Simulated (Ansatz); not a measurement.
Input for Ansatz (development build ahead of 0.2.0):

```yaml
crystal:
  periodic: [false, false, false]
  atoms:
    - { symbol: "N", position_ang: [0.0, 0.0, -2.20808] }
    - { symbol: H, position_ang: [0.93731, 0.0, -1.82652] }
    - { symbol: H, position_ang: [-0.46866, -0.81174, -1.82652] }
    - { symbol: H, position_ang: [-0.46866, 0.81174, -1.82652] }
basis:
  gaussian: { orbitals: cc-pVTZ }
hamiltonian:
  xc: hf
correlation:
  method: mp2
  frozen_orbitals: { H: 0, "N": 1 }
```

The input is written out in the form of the current development build from the run's settings.

The run gave:

| Item | Value |
| --- | --- |
| Converged | yes |
| Reference energy | -56.21786 hartree |
| Correlation energy | -0.23510 hartree |
| Total energy | -56.45296 hartree |
| Spin squared of the determinant | 0.000 |
| Stability test | minimum among restricted orbitals |
| Occupied orbitals by symmetry in an Abelian subgroup (alpha; beta) | 4 A' 1 A''; 4 A' 1 A'' |
